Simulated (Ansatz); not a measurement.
## Ansatz (development build ahead of 0.2.0) run

```yaml
crystal:
  periodic: [false, false, false]
  atoms:
    - { symbol: C, position_ang: [-0.0126, 0.01954, -1.16075] }
    - { symbol: S, position_ang: [-0.01792, 0.03595, 0.44846] }
basis:
  gaussian: { orbitals: cc-pVTZ }
hamiltonian:
  xc: hf
```

The input is written out in the form of the current development build from the run's settings.

The run gave:

* Converged: yes
* Total energy: -435.34421 hartree
* Spin squared of the determinant: 0.000
